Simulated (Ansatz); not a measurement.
A CCSD(T) single point on C4H5NO, SMILES `C#CNC(C)=O`.

```yaml
crystal:
  periodic: [false, false, false]
  atoms:
    - {symbol: C, position_ang: [0.019541, -2.186573, -2.011231]}
    - {symbol: C, position_ang: [-0.088341, -1.450526, -1.071212]}
    - {symbol: N, position_ang: [-0.213396, -0.634692, -0.014348]}
    - {symbol: C, position_ang: [0.193921, 0.692736, -0.022335]}
    - {symbol: C, position_ang: [0.011427, 1.396971, 1.294906]}
    - {symbol: O, position_ang: [0.670697, 1.210303, -0.996830]}
    - {symbol: H, position_ang: [0.117322, -2.833191, -2.849442]}
    - {symbol: H, position_ang: [-0.609215, -1.013621, 0.830547]}
    - {symbol: H, position_ang: [0.965347, 1.392892, 1.828209]}
    - {symbol: H, position_ang: [-0.744115, 0.935193, 1.932475]}
    - {symbol: H, position_ang: [-0.257888, 2.433507, 1.099961]}
basis:
  gaussian: {orbitals: def2-TZVPP}
correlation: {method: ccsd_t}
```

```sh
$ ansatz run in.yaml --threads 4 --pin off --events-out ev --progress --plain --max-ram 10444MiB
```

Output of Ansatz, abridged:

```
Functional definition: HF
1559 factors; integrals over basis functions are off by at most 9.6e-4 eV
mean field evaluation 1: about -7715.8012 eV, gradient 4.7e1 eV
mean field evaluation 2: about -7716.1856 eV, gradient 4.7e1 eV
mean field evaluation 4: about -7721.0577 eV, gradient 6.7e0 eV
mean field evaluation 8: about -7721.1919 eV, gradient 5.9e-1 eV
mean field evaluation 16: about -7721.1945 eV, gradient 5.5e-6 eV
mean field -7721.19450328 eV, -283.7486643819 hartree, gradient 5.5e-6 eV, S^2 0.000000; 0 other end points of the search recorded, 0 dependent functions left out
6 core orbitals not correlated: weight in the atoms' cores, before any rotation towards them, 1.000 or more for the frozen orbitals, at most 0.000 for the correlated occupied ones
reference -7721.19450328 eV, -283.7486643819 hartree; 16, 16 occupied and 234, 234 virtual orbitals, 1559 factors
second order -28.79488572 eV of doubles, -0.00000000 eV of singles
cycle   1  -28.45907896 eV  change    3.4e-1 eV  update   1.3e-1
cycle   2  -29.22330914 eV  change   -7.6e-1 eV  update   4.1e-2
cycle   3  -29.41168984 eV  change   -1.9e-1 eV  update   2.1e-2
cycle   4  -29.40132016 eV  change    1.0e-2 eV  update   6.0e-3
cycle   5  -29.39969727 eV  change    1.6e-3 eV  update   2.6e-3
cycle   6  -29.40144306 eV  change   -1.7e-3 eV  update   8.1e-4
cycle   7  -29.40119111 eV  change    2.5e-4 eV  update   3.3e-4
cycle   8  -29.40099714 eV  change    1.9e-4 eV  update   1.2e-4
cycle   9  -29.40103495 eV  change   -3.8e-5 eV  update   5.7e-5
cycle  10  -29.40103841 eV  change   -3.5e-6 eV  update   2.0e-5
perturbative correction -1.38364992 eV, -0.0508481966 hartree
Total energy: -7751.97919161 eV, -284.8799808113 hartree
```

Run time 3.4 min (4 threads of an Arm Neoverse V1 on a shared host); peak host memory 6.3 GiB.

MP2 recovers 93.5 % of the CCSD(T) correlation energy and the triples give 4.5 %; T1 = 0.0147.
